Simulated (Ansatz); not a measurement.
A calculation with Ansatz (development build ahead of 0.2.0).

```yaml
crystal:
  periodic: [false, false, false]
  atoms:
    - { symbol: Mg, position_ang: [0.0, 0.0, 0.0] }
    - { symbol: H, position_ang: [0.0, 3.323, 0.0] }
    - { symbol: Li, position_ang: [0.0, -5.1971, 0.0] }
basis:
  gaussian: { orbitals: pcseg-2 }
magnetization:
  spin_polarized: true
hamiltonian:
  xc: r2scan
```

The input is written out in the form of the current development build from the run's settings.

Output:

* Converged: yes
* Total energy: -208.02809 hartree
* Spin squared of the determinant: 0.945
* Stability test: minimum

Caution: charge can spread falsely over distant fragments; the unrestricted determinant is a mixture of spin states.
